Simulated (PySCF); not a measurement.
acetylene (C₂H₂), SMILES C#C. Geometry: ωB97X-D3(BJ)/def2-TZVPD.

PySCF 2.14.0 with TDA-LC-ωPBE/def2-TZVPD puts the lowest singlet excitations at 6.76, 7.07, 7.07, 8.59, 8.59, 9.16 eV and the lowest triplet (TDA) at 5.33 eV.

Problem. What are the lowest singlet roots from EOM-CCSD/aug-cc-pVDZ (PySCF)? (The exact figures need the calculation; the answer reports its results.)

Solution. 7.38, 7.67, 7.67, 8.31, 8.31, 8.68 eV; triplets 5.57, 6.61, 6.61 eV. S1 differs by 0.62 eV (second minus first; roots are paired by order, and the bases may differ).
